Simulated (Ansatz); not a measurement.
A nudged elastic band was laid between two geometries of BClH2O + H2 (7 atoms, charge 0, multiplicity 1).

Method: RKS r2SCAN-D4/def2-SVP (Ansatz 0.2.0).

```
movable images  : 9
climbing image  : yes
spring          : 5.0 eV/Å²
optimiser       : quadratic models (default)
start path      : through a guess of the saddle point
force threshold : 0.05 eV/Å
iteration limit : 60
end points      : relaxed
```

First end point:

```xyz
7
Properties=species:S:1:pos:R:3
B 0.051 -0.534 0.055
Cl -0.046 -0.970 1.775
H 1.105 -0.198 -0.411
O -1.038 -0.574 -0.726
H -1.838 -0.853 -0.257
H -0.317 2.623 0.567
H -0.191 2.309 1.245
```

Last end point:

```xyz
7
Properties=species:S:1:pos:R:3
B -0.172 0.384 -0.404
Cl 0.115 0.184 2.796
H 0.837 -0.246 -0.627
O -1.400 -0.141 -0.579
H -1.385 -1.064 -0.862
H -0.139 1.542 -0.044
H -0.129 1.145 1.970
```

Question: What changes between the two ends?

Answer: Bonds broken: B1–Cl2, H6–H7. Bonds formed: B1–H6, Cl2–H7. BClH2O + H2 becomes BH3O + ClH.

Question: What energy profile does the band end with?

Answer: The forces met the threshold. The highest image is number 6 of 0 to 10, 1.49 eV above the first end and 0.63 eV above the last; the last end lies 0.86 eV above the first. The profile has 2 maxima (images 1, 6) with wells between them (image 3): this band takes more than one step, which may be the mechanism or a detour left from its start path. A vibrational analysis at the climbing image gives one clearly imaginary mode, 700i cm⁻¹: a first-order saddle point. The orbitals stay closed-shell, which can raise the energy where a bond breaks towards radicals; this wasn't checked here.

| image | path coordinate (Å) | energy (eV) | B1–Cl2 (Å) | H6–H7 (Å) | B1–H6 (Å) |
| --- | --- | --- | --- | --- | --- |
| 0 | 0.00 | 0.00 | 1.78 | 0.76 | 3.22 |
| 1 | 0.67 | 0.36 | 1.78 | 0.76 | 3.03 |
| 2 | 1.33 | 0.31 | 1.77 | 0.76 | 3.05 |
| 3 | 2.00 | 0.06 | 1.76 | 0.76 | 2.94 |
| 4 | 2.66 | 0.22 | 1.78 | 0.76 | 2.33 |
| 5 | 3.33 | 0.85 | 1.85 | 0.78 | 1.76 |
| 6 | 3.99 | 1.49 | 2.18 | 1.00 | 1.33 |
| 7 | 4.32 | 1.25 | 2.43 | 1.27 | 1.25 |
| 8 | 4.65 | 0.97 | 2.74 | 1.53 | 1.22 |
| 9 | 4.97 | 0.88 | 3.01 | 1.80 | 1.22 |
| 10 | 5.30 | 0.86 | 3.22 | 2.05 | 1.21 |

Question: What is the geometry of the highest image?

Answer: 
```xyz
7
Properties=species:S:1:pos:R:3:forces:R:3
B -0.155 0.242 0.079 0.00 0.00 0.00
Cl 0.011 0.008 2.237 0.00 0.00 0.00
H 0.903 -0.154 -0.330 0.00 0.00 0.00
O -1.395 -0.088 -0.369 0.00 0.00 0.00
H -1.430 -0.974 -0.747 0.00 0.00 0.00
H -0.099 1.564 0.221 0.00 0.00 0.00
H -0.109 1.205 1.159 0.00 0.00 0.00
```

The run took 7.2 min on 2 threads of Arm Neoverse V1 (shared host), peak memory 0.13 GiB.
